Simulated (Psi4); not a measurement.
**BNH3O (SMILES N[B]O) at 4 levels**

Aim: a comparison of 4 runs (UHF/def2-SVP, UB3LYP/6-31G*, UBP86/def2-SVP, UM06-2X/def2-TZVP) of BNH3O. 

The results are computed with Psi4 1.11.

1 further run of the same task is left out (set aside as unsound or not needed).

**1. The system as given**

BNH3O: 6 atoms, total charge 0, spin state doublet. SMILES: `N[B]O`. The coordinates come from a PBE0-D4/def2-TZVP relaxation. This is one conformer, not always the lowest.

Bond lengths: N1–B2 1.390 Å, B2–O3 1.359 Å, N1–H4 1.002 Å, N1–H5 1.010 Å, O3–H6 0.958 Å. Angles: N1–B2–O3 122.6°, B2–N1–H4 122.8°, B2–N1–H5 122.6°, B2–O3–H6 113.3°, H4–N1–H5 114.6°.

**2. A single-point energy at UHF/def2-SVP (run 1)**

bh3no.json reads:

```json
{
  "schema_name": "qcschema_input",
  "schema_version": 1,
  "molecule": {
    "schema_name": "qcschema_molecule",
    "schema_version": 2,
    "symbols": ["N", "B", "O", "H", "H", "H"],
    "geometry": [-1.47644302, 0.34884344, -1.05900252, 0.06160507, -0.92672169, 0.64534147, 2.40033012, -0.0890061, 1.2937065, -3.20289681, -0.26418371, -1.54107165, -0.94278436, 1.97041743, -1.91240284, 3.2395575, -1.16029184, 2.48631266],
    "molecular_charge": 0,
    "molecular_multiplicity": 2,
    "fix_symmetry": "c1",
    "fix_com": true,
    "fix_orientation": true
  },
  "driver": "energy",
  "model": {
    "method": "hf",
    "basis": "def2-SVP"
  },
  "keywords": {
    "reference": "uhf",
    "puream": true,
    "e_convergence": 1e-09,
    "d_convergence": 1e-08,
    "scf_type": "pk",
    "maxiter": 200,
    "scf_properties": ["WIBERG_LOWDIN_INDICES", "QUADRUPOLE", "MULLIKEN_CHARGES"]
  }
}
```

Started as:

```bash
$ psi4 --qcschema bh3no.json -n 1 --memory 1600MB
```

stdout:

```text
[...]
  Running in c1 symmetry.
[...]
  Nuclear repulsion =   61.438460125430481
[...]
  Multiplicity = 2
[...]
  Nalpha       = 12
  Nbeta        = 11
[...]
    Number of basis functions: 57
[...]
   @UHF iter   1:  -155.53286872335846   -7.56813e-01   9.30484e-03 DIIS/ADIIS
[...]
   @UHF iter  15:  -155.66168396255557   -8.24230e-13   6.47484e-09 DIIS
[...]
   @S^2 Observed:                7.538324509E-01
[...]
  @UHF Final Energy:  -155.66168396255557
   => Energetics <=
    Nuclear Repulsion Energy =             61.4384601254304812
    One-Electron Energy =                -334.2803842786913719
    Two-Electron Energy =                 117.1802401907053337
    Total Energy =                       -155.6616839625555713
  UHF NO Occupations:
  HONO-2 :   10  A 1.9994405
  HONO-1 :   11  A 1.9988283
[...]
 Multipole Moments:
 ------------------------------------------------------------------------------------
     Multipole            Electronic (a.u.)      Nuclear  (a.u.)        Total (a.u.)
 ------------------------------------------------------------------------------------
 L = 1.  Multiply by 2.5417464519 to convert [e a0] to [Debye]
 Dipole X            :         -8.4750890            8.2694415           -0.2056475
 Dipole Y            :          2.3125573           -2.3578113           -0.0452540
 Dipole Z            :         -5.2731514            5.1961799           -0.0769715
 Magnitude           :                                                    0.2241951
 L = 2.  Multiply by 1.3450342976 to convert [e a0^2] to [Debye ang]
 Quadrupole XX       :        -94.4736565           83.0129645          -11.4606920
 Quadrupole XY       :          8.7097707          -10.3702959           -1.6605252
[...]
```

The result, in JSON:

```text
{
 "driver": "energy",
 "model": {
  "method": "hf",
  "basis": "def2-SVP"
 },
 "success": true,
 "return_result": -155.66168396255557,
 "properties": {
  "calcinfo_nbasis": 57,
  "calcinfo_nmo": 57,
  "calcinfo_nalpha": 12,
  "calcinfo_nbeta": 11,
  "calcinfo_natom": 6,
  "nuclear_repulsion_energy": 61.43846012543048,
  "return_energy": -155.66168396255557,
  "scf_one_electron_energy": -334.2803842786914,
  "scf_two_electron_energy": 117.18024019070533,
  "scf_dipole_moment": [-0.20564751557089522, -0.045254006705039096, -0.07697152780888139],
  "scf_total_energy": -155.66168396255557,
  "scf_iterations": 15
 }
}
```

Wall time 2.6 s (1 thread of Intel Xeon Platinum 8175M at 2.50GHz (Skylake/Cascade Lake), shared host); peak memory 0.2 GiB.

**3. Energy and gradient at UB3LYP/6-31G(d) (Cartesian functions) (run 2)**

input.dat reads:

```
memory 1.6 GB

molecule mol {
  0 2
  N     -1.47644302     0.34884344    -1.05900252
  B      0.06160507    -0.92672169     0.64534147
  O      2.40033012    -0.08900610     1.29370650
  H     -3.20289681    -0.26418371    -1.54107165
  H     -0.94278436     1.97041743    -1.91240284
  H      3.23955750    -1.16029184     2.48631266
  units au
  symmetry c1
  no_reorient
  no_com
}

set basis 6-31G*
set reference uks
set puream false
set e_convergence 1e-09
set d_convergence 1e-08
set scf_type pk
set dft_radial_points 99
set dft_spherical_points 590
set maxiter 200

e, wfn = gradient('b3lyp', return_wfn=True)
oeprop(wfn, 'MAYER_INDICES', 'LOWDIN_CHARGES', 'MULLIKEN_CHARGES')
```

Started as:

```bash
$ psi4 input.dat output.dat -n 1
```

output.dat:

```text
[...]
  Running in c1 symmetry.
[...]
  Nuclear repulsion =   61.438460125430481
[...]
  Multiplicity = 2
[...]
  Nalpha       = 12
  Nbeta        = 11
[...]
    Number of basis functions: 51
[...]
   @UKS iter   1:  -156.32593207304132   -1.84050e-01   1.72699e-02 ADIIS/DIIS
[...]
   @UKS iter  12:  -156.63706045060559   -1.96110e-12   4.53252e-09 DIIS
[...]
   @S^2 Observed:                7.517117005E-01
[...]
  @UKS Final Energy:  -156.63706045060559
   => Energetics <=
    Nuclear Repulsion Energy =             61.4384601254304812
    One-Electron Energy =                -334.7317448777337177
    Two-Electron Energy =                 133.4294151540755706
    DFT Exchange-Correlation Energy =     -16.7731908523779296
    Empirical Dispersion Energy =           0.0000000000000000
    VV10 Nonlocal Energy =                  0.0000000000000000
    Total Energy =                       -156.6370604506055884
[...]
  -Total Gradient:
     Atom            X                  Y                   Z
    ------   -----------------  -----------------  -----------------
       1        0.000970143801    -0.001546465282     0.001597668191
       2        0.002729579219     0.008584510772    -0.004574937136
       3       -0.004731175740    -0.008654118600     0.003562004120
       4        0.004177044636     0.001049410294     0.001473349400
       5       -0.000731182366    -0.004297084538     0.002618271760
       6       -0.002421026740     0.004861110065    -0.004678015598
[...]
```

Run time: 21 s. Hardware: 1 thread of Intel Xeon Platinum 8175M at 2.50GHz (Skylake/Cascade Lake), shared host; peak memory 0.69 GiB.

Run 3 isn't shown in full; the table further down has it.

**4. Energy and forces at UM06-2X/def2-TZVP (run 4)**

Edit bh3no.json of step 2 so:

```diff
@@ -14,9 +14,9 @@
   },
-  "driver": "energy",
+  "driver": "gradient",
   "model": {
-    "method": "hf",
-    "basis": "def2-SVP"
+    "method": "m06-2x",
+    "basis": "def2-TZVP"
   },
   "keywords": {
-    "reference": "uhf",
+    "reference": "uks",
     "puream": true,
@@ -25,4 +25,6 @@
     "scf_type": "pk",
+    "dft_radial_points": 99,
+    "dft_spherical_points": 590,
     "maxiter": 200,
-    "scf_properties": ["WIBERG_LOWDIN_INDICES", "QUADRUPOLE", "MULLIKEN_CHARGES"]
+    "scf_properties": ["QUADRUPOLE", "MULLIKEN_CHARGES", "MAYER_INDICES"]
   }
```

Started as:

```bash
$ psi4 --qcschema bh3no.json -n 1 --memory 1600MB
```

stdout:

```text
[...]
  Running in c1 symmetry.
[...]
  Nuclear repulsion =   61.438460125430481
[...]
  Multiplicity = 2
[...]
  Nalpha       = 12
  Nbeta        = 11
[...]
    Number of basis functions: 111
[...]
   @UKS iter   1:  -156.39017254279733   -4.56001e-01   7.51644e-03 DIIS/ADIIS
[...]
   @UKS iter  13:  -156.65702576515764   -4.68958e-12   5.30928e-09 DIIS
[...]
   @S^2 Observed:                7.538644924E-01
[...]
  @UKS Final Energy:  -156.65702576515764
   => Energetics <=
    Nuclear Repulsion Energy =             61.4384601254304812
    One-Electron Energy =                -334.5007814022276307
    Two-Electron Energy =                 126.3593010613248566
    DFT Exchange-Correlation Energy =      -9.9540055496853554
    Empirical Dispersion Energy =           0.0000000000000000
    VV10 Nonlocal Energy =                  0.0000000000000000
    Total Energy =                       -156.6570257651576412
[...]
  -Total Gradient:
     Atom            X                  Y                   Z
    ------   -----------------  -----------------  -----------------
       1       -0.000504265386    -0.000389430159     0.000010607414
       2       -0.000210744527     0.000824435171    -0.000697111464
       3        0.001067088968    -0.000502363572     0.000918871444
       4        0.000742686604     0.000126907569     0.000306243742
       5       -0.000126483576    -0.000439326436     0.000237018693
       6       -0.000990204736     0.000350441350    -0.000766696217
[...]
```

The result, in JSON:

```text
{
 "driver": "gradient",
 "model": {
  "method": "m06-2x",
  "basis": "def2-TZVP"
 },
 "success": true,
 "return_result": [-0.0005042653860638669, -0.000389430159279747, 1.0607414150999236e-05, -0.00021074452687895595, 0.0008244351711713532, -0.0006971114641183551, 0.0010670889677686299, -0.0005023635718680586, 0.0009188714444410204, 0.0007426866040871477, 0.00012690756934831404, 0.00030624374202047056, -0.00012648357609343353, -0.00043932643613726896, 0.00023701869266268966, -0.0009902047364514915, 0.000350441349819694, -0.0007666962166061053],
 "properties": {
  "calcinfo_nbasis": 111,
  "calcinfo_nmo": 111,
  "calcinfo_nalpha": 12,
  "calcinfo_nbeta": 11,
  "calcinfo_natom": 6,
  "nuclear_repulsion_energy": 61.43846012543048,
  "return_energy": -156.65702576515764,
  "return_gradient": [-0.0005042653860638669, -0.000389430159279747, 1.0607414150999236e-05, -0.00021074452687895595, 0.0008244351711713532, -0.0006971114641183551, 0.0010670889677686299, -0.0005023635718680586, 0.0009188714444410204, 0.0007426866040871477, 0.00012690756934831404, 0.00030624374202047056, -0.00012648357609343353, -0.00043932643613726896, 0.00023701869266268966, -0.0009902047364514915, 0.000350441349819694, -0.0007666962166061053],
  "scf_one_electron_energy": -334.50078140222763,
  "scf_two_electron_energy": 126.35930106132486,
  "scf_xc_energy": -9.954005549685355,
  "scf_dipole_moment": [-0.16259253758873626, 0.014500265258312162, -0.09603882697896715],
  "scf_total_energy": -156.65702576515764,
  "scf_total_gradient": [-0.0005042653860638669, -0.000389430159279747, 1.0607414150999236e-05, -0.00021074452687895595, 0.0008244351711713532, -0.0006971114641183551, 0.0010670889677686299, -0.0005023635718680586, 0.0009188714444410204, 0.0007426866040871477, 0.00012690756934831404, 0.00030624374202047056, -0.00012648357609343353, -0.00043932643613726896, 0.00023701869266268966, -0.0009902047364514915, 0.000350441349819694, -0.0007666962166061053],
  "scf_iterations": 13
 }
}
```

It took 1.8 min on 1 thread of Intel Xeon Platinum 8175M at 2.50GHz (Skylake/Cascade Lake), shared host; peak memory 0.64 GiB.

**5. The series**

```
run                                level      task  Cartesian functions  energy (Eh)  dipole moment (D)  HOMO energy (eV)  LUMO energy (eV)  wall time
  1                         UHF/def2-SVP    energy                   no  -155.661684               0.57             -8.84              3.26      2.6 s
  2  UB3LYP/6-31G* (Cartesian functions)  gradient                  yes  -156.637060               0.42             -4.63             -0.45       21 s
  3                       UBP86/def2-SVP    energy                   no  -156.528453               0.56             -3.94             -1.62       14 s
  4                    UM06-2X/def2-TZVP  gradient                   no  -156.657026               0.48             -6.48             -1.91    1.8 min
```

**6. What came out**

| quantity | value |
| --- | --- |
| run 4: total energy | -156.65703 Eh |
| run 4: dipole moment | 0.48 D |
| run 4: HOMO energy (highest over α and β) | -6.48 eV |
| run 4: LUMO energy (lowest over α and β) | -1.91 eV |
| run 4: ⟨S²⟩ | 0.754 |
| run 4: largest force on an atom | 0.077 eV/Å |

What this shows: The dipole moment (its size) runs from 0.42 D (UB3LYP/6-31G*) to 0.57 D (UHF/def2-SVP). The two ends differ in method and basis. Totals of different functionals can't be ranked against each other. All runs together took 2.4 min, the longest 1.8 min.
